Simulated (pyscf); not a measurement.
HF (SMILES F) + F–Al(F)–F (SMILES [F][Al]([F])[F]) → F–Al(F)–F (SMILES [F][Al]([F])[F]) + HF (SMILES F) (four-centre exchange; singlet surface; F–H, Al–F broken, Al–F, F–H formed). Optimised with ωB97X-D3(BJ)/def2-SVP in PySCF. MP2 and CC: frozen core, UHF for open shells. ΔMP2 is the change of the MP2 total energy from the triple- to the quadruple-zeta basis. Energies in kcal/mol from the separated reactants.

| level | barrier | reaction energy |
|---|---|---|
| ωB97X-D3(BJ)/def2-TZVP | -12.8 | 0.0 |
| PBE/def2-TZVP | -14.6 | 0.0 |
| B3LYP-D3(BJ)/def2-TZVP | -12.4 | 0.0 |
| HF/def2-TZVP | -2.2 | 0.0 |
| MP2/def2-QZVPP | -11.0 | 0.0 |
| CCSD(T)/def2-TZVPP | … | 0.0 |
| CCSD(T)/def2-TZVPP + ΔMP2(QZVPP) | … | 0.0 |

Task: Complete the blanks.

Result: 
- CCSD(T)/def2-TZVPP, barrier: -11.2
- CCSD(T)/def2-TZVPP + ΔMP2(QZVPP), barrier: -10.9

Of the functionals in the table, B3LYP-D3(BJ) is closest to CCSD(T)/def2-TZVPP + ΔMP2(QZVPP) in the barrier (1.5 kcal/mol apart) and PBE least close (3.7 kcal/mol); that level has limits of its own. On the reactant side the descent ends in an adduct with a Al–F contact, 17.6 kcal/mol under the separated species and 4.8 kcal/mol under the saddle at ωB97X-D3(BJ)/def2-TZVP. On the product side the descent ends in an adduct with a Al–F contact, 17.6 kcal/mol under the separated species and 4.8 kcal/mol under the saddle at ωB97X-D3(BJ)/def2-TZVP. At ωB97X-D3(BJ), PBE, B3LYP-D3(BJ), HF, MP2, CCSD(T), CCSD(T) the saddle lies under the separated reactants, which points to a path from their complex (located at ωB97X-D3(BJ) alone). At ωB97X-D3(BJ), PBE, B3LYP-D3(BJ), HF, MP2, CCSD(T), CCSD(T) the saddle lies under the separated products, which points to a path from their complex (located at ωB97X-D3(BJ) alone). What is counted as formed (Al–F) is already present as a longer contact in the reactant adduct; forming that adduct is a step of its own. What is counted as broken (Al–F) persists as a longer contact in the product adduct; parting that adduct is a step of its own. One saddle was located; it need not be the lowest between these sides. The CCSD(T) − MP2 part came from Ansatz, without density fitting, on the same reference.
